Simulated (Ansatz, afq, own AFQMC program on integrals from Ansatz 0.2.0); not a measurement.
## Atomization energy of CH3S, doublet

```json
{"atom": "C", "x (Å)": "0.0000", "y (Å)": "0.0496", "z (Å)": "1.1796"}
{"atom": "S", "x (Å)": "0.0000", "y (Å)": "-0.0617", "z (Å)": "-0.5242"}
{"atom": "H", "x (Å)": "0.0000", "y (Å)": "0.9990", "z (Å)": "1.6902"}
{"atom": "H", "x (Å)": "0.0000", "y (Å)": "-0.8792", "z (Å)": "1.7290"}
{"atom": "H", "x (Å)": "0.0000", "y (Å)": "1.2516", "z (Å)": "-0.7998"}
```

Connectivity, by distances: CH2–SH.

Atoms in their ground-state spins without spin–orbit coupling (mostly on UHF) minus the molecule (UHF), without zero-point energy. The geometry is a stationary point, not shown to be a minimum.

Basis cc-pVDZ. Only valence electrons are correlated. Ansatz 0.2.0 and our own AFQMC program on the same integrals; the CISD trial comes from CCSD amplitudes, and released means the phaseless constraint is let go. Free AFQMC starts from the CCSD state and is never constrained. Its projection time is finite, and what remains of the start isn't in its error. ± is one standard error of the sampling. The errors of all members are added in quadrature.

No full CI on the walks' own integrals is used here; CCSDT(Q) serves as the reference and is uncertain by about the last step of the cluster series. Each member takes its own surest rung, up to full CI.

The best estimate is CCSD(T) at the basis-set limit (CBS: def2-TZVPP and def2-QZVPP, with their diffuse functions for anions and beside diffuse sets, MP2 extrapolated, CCSD(T) minus MP2 from TZVPP) plus the step from CCSD(T) to CCSDT(Q) in cc-pVDZ. Rows without CBS are in cc-pVDZ; B2PLYP and the wave-function rows carry a basis error of their own. Core correlation and relativity beyond core potentials are missing, and ± holds the sampling alone.

Cautions: other spins of the molecule weren't checked.

Best estimate: 372.2 kcal/mol.

```
         level  atomization energy (kcal/mol)  error against the best estimate (kcal/mol)
            HF                          261.4                                      -110.8
           MP2                          337.1                                       -35.1
          CCSD                          333.8                                       -38.3
       CCSD(T)                          337.4                                       -34.8
         CCSDT                          337.5                                       -34.6
      CCSDT(Q)                          337.8                                       -34.4
 ph-AFQMC/CISD                    338.1 ± 0.3                                 -34.1 ± 0.3
released AFQMC                    338.2 ± 0.4                                 -33.9 ± 0.4
    free AFQMC                    337.5 ± 0.4                                 -34.6 ± 0.4
        HF/CBS                          271.3                                      -100.8
       MP2/CBS                          372.4                                         0.2
   CCSD(T)/CBS                          371.8                                        -0.4
```

Correlation beyond CCSD(T) adds 0.4 kcal/mol. Going to the basis-set limit adds 34.4 kcal/mol at CCSD(T). The perturbative (T) step is worth +3.6 kcal/mol.

Best estimates are given only where the step beyond CCSD(T) is under 0.3 eV and no member's determinant is very poor (T1 over 0.05, or 0.07 for open shells, ⟨S²⟩ too high by 0.3, two states mixed), so the hardest cases are missing from such tables.

CCSDT and higher add their correlation energy to the determinant of the CCSD(T) run, since their own runs factorise the integrals more tightly (a shift of under 2 meV). Free projections are given only where their last times agree within the noise and don't stop above the reference; a slow remainder of the start can still hide under it. Each member of a difference takes its own highest rung, so a best estimate needn't equal the limit plus the step of one row. A walk keeps the symmetry of its determinant, which the program's search chose and which needn't be the lowest solution, so a lower state of the same spin and another symmetry isn't excluded. Released energies are given only where the last usable release times agree within the noise; a slower fall can still hide under it.
